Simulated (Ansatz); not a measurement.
Reaction (atomization): `[SiH3]C=S` → C• + 4 H• + S• + Si•

Isolated molecules relaxed with PBE0-D4/def2-TZVP in Ansatz; ΔE leaves out vibrations. CBS: MP2 limit from def2 TZ/QZ plus the TZ coupled-cluster correction, frozen cores. This one scheme is used for every species, atoms too. Functionals use def2-TZVPP. HSE06 is defined as in plane-wave codes. Open shells (•) are unrestricted, without spin–orbit coupling. Spin–orbit coupling would lower the free atoms: a little for C, S, Si.

```
        level  ΔE (kJ/mol)  difference from CCSD(T)/CBS
      BLYP-D4       2229.5                        -10.4
       B97M-V       2250.4                         10.5
     PBE-QIDH       2208.9                        -31.0
         BLYP       2199.5                        -40.4
       r2SCAN       2233.9                         -6.0
        HSE06       2214.7                        -25.2
        BHLYP       2159.4                        -80.5
  HF/def2-SVP       1602.4                       -637.5
 HF/CBS(def2)       1619.4                       -620.5
MP2/CBS(def2)       2251.8                         11.9
  CCSD(T)/CBS       2239.9                            0
```

Largest T1 diagnostic among the species: 0.015.

From BLYP to BHLYP (50 % exact exchange), in def2-TZVPP and without D4, ΔE moves by −40.1 kJ/mol: exact exchange takes away binding that semilocal exchange gives to molecules. In def2-TZVPP, CCSD(T) changes the Hartree–Fock value by +561.4 kJ/mol (the triples alone add +38.4 kJ/mol) and MP2 by +573.3 kJ/mol; breaking electron pairs costs correlation energy, which Hartree–Fock lacks.

For atomizations the MP2-based limit and the directly extrapolated one differ by several kJ/mol either way, and by 10 to 25 for some Ge, Se and Sn compounds, so smaller differences from it don't rank the levels.
